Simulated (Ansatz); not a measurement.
Relaxation of ClH4NSi (7 atoms, charge 0, multiplicity 1), to a largest force component of 0.03 eV/Å in at most 50 steps.

Computed with RKS LDA/6-31G* in Ansatz 0.2.0.

```xyz
7
Properties=species:S:1:pos:R:3
Si 0.298 0.000 0.080
N 0.833 -0.168 1.746
H 0.182 -0.235 2.530
H 1.659 0.381 2.002
H 1.683 0.052 -0.379
Cl -0.762 1.685 -0.494
H -0.536 -1.169 -0.323
```

Where does it end, and by what steps?

The forces met the threshold. After 6 steps the energy has fallen by 0.207 eV; H5 moved furthest, 0.31 Å.

```json
{"step": "0", "energy less start (eV)": "0.0000", "largest force component (eV/Å)": "1.683", "accepted": "yes"}
{"step": "1", "energy less start (eV)": "-0.1673", "largest force component (eV/Å)": "0.817", "accepted": "yes"}
{"step": "2", "energy less start (eV)": "-0.1938", "largest force component (eV/Å)": "0.173", "accepted": "yes"}
{"step": "3", "energy less start (eV)": "-0.2017", "largest force component (eV/Å)": "0.223", "accepted": "yes"}
{"step": "4", "energy less start (eV)": "-0.2059", "largest force component (eV/Å)": "0.116", "accepted": "yes"}
{"step": "5", "energy less start (eV)": "-0.2066", "largest force component (eV/Å)": "0.048", "accepted": "yes"}
{"step": "6", "energy less start (eV)": "-0.2067", "largest force component (eV/Å)": "0.003", "accepted": "yes"}
```

```xyz
7
Properties=species:S:1:pos:R:3
Si 0.387 -0.008 0.117
N 0.825 -0.130 1.762
H 0.114 -0.334 2.467
H 1.567 0.464 2.139
H 1.646 0.021 -0.687
Cl -0.676 1.697 -0.433
H -0.505 -1.163 -0.202
```

Whether the end is a true minimum wasn't checked by a vibrational analysis.

The run took 9.4 s on 1 thread of Arm Neoverse V1 (shared host), peak memory 0.12 GiB.
